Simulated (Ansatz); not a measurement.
How the lattice constant a of Se (model structure, started from the graphite type, P6₃/mmc, No. 194, 4 atoms in the cell) moves with the method

No measured value is used here.

Question: Put these levels in order of the lattice constant a that they give for Se (model structure, started from the graphite type, P6₃/mmc, No. 194, 4 atoms in the cell), smallest first: PBE (Ansatz, a first-principles code), PBE-D3(BJ) (Ansatz), PBEsol (Ansatz).

Answer: PBEsol (4.582 Å), PBE-D3(BJ) (4.599 Å), PBE (4.658 Å)

Ansatz's density-functional and Hartree–Fock values are scalar-relativistic unless marked +SOC, with PAW data made under PBE.

A model structure was made by putting elements into a prototype or built by hand; it is no filed structure, need not be a known phase, and can be a saddle point held by its symmetry.
